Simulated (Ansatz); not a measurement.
Species: phosphanylidynephosphane, P2, net charge 0, singlet state. SMILES: P#P
Coordinates optimised at B3LYP-D3(BJ)/def2-TZVP (Ansatz, a quantum-chemistry and plane-wave program):
```
P
P 1 1.8895
```

Parts of the frozen-core correlation energy in cc-pV(D+d)Z (Ansatz, hartree). Frozen orbitals: 10; correlated occupied orbitals by spin: 5 and 5; virtual: 31 and 31. Spin-orbit coupling is left out. Non-relativistic. The restricted reference is unstable.

```csv
term,value
reference (HF),-681.47221
MP2 opposite-spin,-0.16883
MP2 same-spin,-0.05803
CCSD correlation,-0.24634
(T),-0.01456
CCSDT minus CCSD(T),-0.00051
T1 diagnostic,0.017
largest doubles amplitude,0.129
```
